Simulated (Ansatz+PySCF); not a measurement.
doublet C3H3: levels of theory in one basis

```yaml
atoms:
  - { symbol: C, position_ang: [0.1156, 0.0000, 0.0000] }
  - { symbol: C, position_ang: [1.3379, 0.0000, 0.0000] }
  - { symbol: H, position_ang: [2.4001, -0.0001, 0.0001] }
  - { symbol: C, position_ang: [-1.2513, 0.0000, 0.0000] }
  - { symbol: H, position_ang: [-1.8066, 0.9300, 0.0000] }
  - { symbol: H, position_ang: [-1.8067, -0.9300, 0.0000] }
```

Basis set: cc-pVTZ (spherical functions). Frozen core: 3 orbitals. Correlation on ROHF uses semicanonical orbitals with singles. Charge 0, multiplicity 2.

Computed with Ansatz (development build ahead of 0.2.0) and PySCF 2.14.0; each method stands on the lowest determinant of its kind that the runs found.

| method | E − E(ROHF) (eV) | <S²> of the determinant |
| --- | --- | --- |
| ROHF | 0.00 | 0.75 |
| UHF | -0.47 | 0.96 |
| ROHF-MP2 | -12.46 | – |
| ROHF-CCSD | -13.03 | – |
| UHF-CCSD | -13.05 | 0.96 |
| ROHF-CCSD(T) | -13.68 | – |
| UHF-CCSD(T) | -13.66 | 0.96 |

Question: What does UHF-MP2 give on the same scale?

Answer: -12.07 eV.

Caution for UHF, UHF-MP2, UHF-CCSD, UHF-CCSD(T): the unrestricted determinant is spin contaminated. Caution for ROHF-MP2, UHF-MP2: forces differ strongly between restricted and unrestricted references.
